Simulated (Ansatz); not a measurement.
Geometry optimisation, Ansatz, RKS LDA/cc-pVDZ.

input.yaml

```yaml
crystal:
  periodic: [false, false, false]
  atoms:
    - { symbol: Si, position_ang: [0.0, 0.0, 0.0] }
    - { symbol: H, position_ang: [0.0, 0.0, 1.81] }
    - { symbol: H, position_ang: [1.3768, 0.0, -0.4862] }
    - { symbol: H, position_ang: [-0.6877, 1.1914, -0.4862] }
    - { symbol: H, position_ang: [-0.6877, -1.1914, -0.4862] }
    - { symbol: F, position_ang: [-1.7936, 0.0, 0.596] }
    - { symbol: H, position_ang: [-0.9735, 0.0, 1.693] }
basis:
  gaussian: { orbitals: cc-pVDZ }
hamiltonian:
  xc: lda
relax:
  f_tol: 0.15
  max_steps: 25
  restrain:
    - { distance: [0, 5], at: 2.79, k: 30.0 }
    - { distance: [6, 1], at: 1.86, k: 30.0 }
    - { distance: [0, 1], at: 1.46, k: 30.0 }
    - { distance: [6, 5], at: 0.92, k: 30.0 }
```

Command:

```bash
$ ansatz run input.yaml --threads 1 --pin off --max-ram 2048MiB --backend cpu --events-out ev --progress --plain --runs-dir out
```

Where does it end, and by what steps?

The forces met the threshold. The restraints hold the end off the free minimum. After 6 steps the energy has fallen by 2.234 eV (the restraints' own energy left out); F6 moved furthest, 0.76 Å. Parted: Si1–F6 (1.89 → 2.79 Å). Joined: F6–H7 (1.37 → 0.93 Å).

```csv
step,energy less start (eV),largest force component (eV/Å),accepted
0,0.0000,2.957,yes
1,-0.7709,3.873,yes
2,-1.4760,4.559,yes
3,-1.8897,3.374,yes
4,-2.2075,0.822,yes
5,-2.2324,0.774,yes
6,-2.2335,0.658,yes
```

```xyz
7
Properties=species:S:1:pos:R:3
Si 0.204 0.000 -0.060
H 0.230 0.000 1.421
H 1.651 0.000 -0.501
H -0.472 1.245 -0.562
H -0.472 -1.245 -0.562
F -2.310 0.000 1.151
H -1.597 0.000 1.755
```

Time of the run: 4.8 s on 1 thread of Arm Neoverse V2 (shared host), peak memory 0.1 GiB.
